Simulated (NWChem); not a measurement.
All runs are NWChem calculations. System: O2 (-1), charge -1, spin multiplicity 2, at a geometry optimised with UPBE0/def2-SVP. The structure started from a generated list of species. Its SCF solution wasn't tested for a lower state. Level: UB2PLYP/def2-TZVPD, 2 core orbitals frozen.

Part of the output:

```
             Northwest Computational Chemistry Package (NWChem) 7.3.0
             --------------------------------------------------------

                                NWChem Input Module
                                -------------------

 Scaling coordinates for geometry "geometry" by  1.889725989
 (inverse scale =  0.529177249)

 Turning off AUTOSYM since
 SYMMETRY directive was detected!

                             Geometry "geometry" -> ""
                             -------------------------

 Output coordinates in angstroms (scale by  1.889725989 to convert to a.u.)

  No.       Tag          Charge          X              Y              Z
 ---- ---------------- ---------- -------------- -------------- --------------
    1 O                    8.0000     0.00000000     0.00000000     0.66055400
    2 O                    8.0000     0.00000000     0.00000000    -0.66055400

 Effective nuclear repulsion energy (a.u.)      25.6355604053

            Nuclear Dipole moment (a.u.)
            ----------------------------
        X                 Y               Z
 ---------------- ---------------- ----------------
     0.0000000000     0.0000000000     0.0000000000

      Symmetry information
      --------------------

 Group name             D2h
 Group number             26
 Group order               8
 No. of unique centers     1

      Symmetry unique atoms

     1


 Summary of "ao basis" -> "" (spherical)
 ------------------------------------------------------------------------------
       Tag                 Description            Shells   Functions and Types
 ---------------- ------------------------------  ------  ---------------------
 *                         def2-tzvpd                 on all atoms

  dft_input: which_mp2 not specified, using semidirect MP2 by default.

                                 NWChem DFT Module
                                 -----------------

 Summary of "ao basis" -> "ao basis" (spherical)
 ------------------------------------------------------------------------------
       Tag                 Description            Shells   Functions and Types
 ---------------- ------------------------------  ------  ---------------------
 O                         def2-tzvpd               14       40   6s4p3d1f

 Summary of "ao basis" -> "ao basis" (spherical)
 ------------------------------------------------------------------------------
       Tag                 Description            Shells   Functions and Types
[...]
     L   x y z        total         alpha         beta         nuclear
     -   - - -        -----         -----         ----         -------
     0   0 0 0     -1.000000     -9.000000     -8.000000     16.000000

     1   1 0 0     -0.000000     -0.000000     -0.000000      0.000000
     1   0 1 0     -0.000000     -0.000000      0.000000      0.000000
     1   0 0 1     -0.000000      0.000000     -0.000000      0.000000

     2   2 0 0    -10.647948     -5.312088     -5.335860      0.000000
     2   1 1 0     -0.000000     -0.000000     -0.000000      0.000000
     2   1 0 1      0.000000      0.000000      0.000000      0.000000
     2   0 2 0     -9.658628     -5.196598     -4.462030      0.000000
     2   0 1 1      0.000000      0.000000      0.000000      0.000000
     2   0 0 2    -12.383317    -19.701726    -17.612281     24.930691

                   NWChem MP2 Semi-direct Energy/Gradient Module
                   ---------------------------------------------

  Basis functions       =     80
  Molecular orbitals    =     80
  Frozen core           =      2
  Frozen virtuals       =      0
  Active alpha occupied =      7
  Active beta occupied  =      6
  Active alpha virtual  =     71
  Active beta virtual   =     72
  Use MO symmetry       = T
  Use skeleton AO sym   = T

  AO/Fock/Back tols     =   1.0D-09  1.0D-09  1.0D-09

 GA uses MA = F    GA memory limited = T

 Available:
  local mem=  4.43D+07
 global mem=  1.44D+08
 local disk=  0.00D+00
  mp2_memr nvloc                    71
  nvloc new                    71
   1 passes of   7:        4194304                      37896                   5480905.
   1 passes of   7: M     44323667           G      144166400           F      40129363.

 Semi-direct pass number   1 of   1  for UHF alpha       at        0.9s
  vrange nnbf                  3237
  mp2_eaftype                    20  avail_ma_in_mb                   386
 EAF : mp2_eaftype filesize          20    2740453.
  mp2_eaf for mointskh                     20
Node 0 wrote     12.9 Mb in      0.0 s     Agg I/O rate:  1521.5 Mb/s
 Done moints_semi at        1.6s
  mp2_eaftype                    20  avail_ma_in_mb                   386
 EAF : mp2_eaftype filesize          20    2740453.
  mp2_eaf for kh                    20
 Done maket at        1.7s
 Done multipass loop at        1.7s

 GA uses MA = F    GA memory limited = T

 Available:
  local mem=  4.43D+07
 global mem=  1.44D+08
 local disk=  0.00D+00
  mp2_memr nvloc                    72
  nvloc new                    72
   1 passes of   6:        4194304                      34647                   4765528.
   1 passes of   6: M     44323667           G      144166400           F      40129363.

 Semi-direct pass number   1 of   1  for UHF beta        at        1.7s
  vrange nnbf                  3237
  mp2_eaftype                    18  avail_ma_in_mb                   386
 EAF : mp2_eaftype filesize          18    2382764.
  mp2_eaf for mointskh                     18
Node 0 wrote     11.2 Mb in      0.0 s     Agg I/O rate:  2125.2 Mb/s
 Done moints_semi at        2.4s
  mp2_eaftype                    18  avail_ma_in_mb                   386
 EAF : mp2_eaftype filesize          18    2382764.
  mp2_eaf for kh                    18
 Done maket at        2.5s
 Done multipass loop at        2.5s

          -------------------------------------------
          DFT energy                    -150.155159151079
          Unscaled MP2 energy             -0.583770843783
          Total DFT+MP2 energy          -150.312777278901
          -------------------------------------------

 -----------------------
 Performance information
 -----------------------

 Timer overhead =  1.66D-07 seconds/call

               Nr. of calls         CPU time (s)                 Wall time (s)                GFlops
             ---------------    -------------------     ------------------------------   -------------------
Name         Min   Avg   Max    Min     Avg     Max     Min     Avg     Max   Mx/calls   Min     Max     Sum
mp2: moin     2     2     2    1.5     1.5     1.5      1.5     1.5     1.5    0.75      0.0     0.0     0.0
mp2: make     2     2     2   9.50E-2 9.50E-2 9.50E-2  9.50E-2 9.50E-2 9.50E-2 4.75E-2   0.0     0.0     0.0
mp2: tota     1     1     1    1.7     1.7     1.7      1.7     1.7     1.7     1.7      0.0     0.0     0.0

 The average no. of pstat calls per process was 5.00D+00
 with a timing overhead of 8.29D-07s

 Task  times  cpu:        2.5s     wall:        2.5s

 Total times  cpu:        2.5s     wall:        2.5s
```

Task: Write an NWChem input that would produce this output.

Result: This is not unique; one that fits is 
```
start mol
memory heap 200 mb stack 900 mb global 1100 mb
charge -1
geometry units angstroms nocenter noautoz
  O      0.000000     0.000000     0.660554
  O      0.000000     0.000000    -0.660554
  symmetry group D2h
end
basis spherical
  * library def2-tzvpd
end
dft
  xc hfexch 0.53 becke88 0.47 lyp 0.73 mp2 0.27
  dftmp2
  odft
  mult 2
  semidirect memsize 60000000 filesize 0
  iterations 100
end
mp2
  freeze core 2
end
task dft energy
```
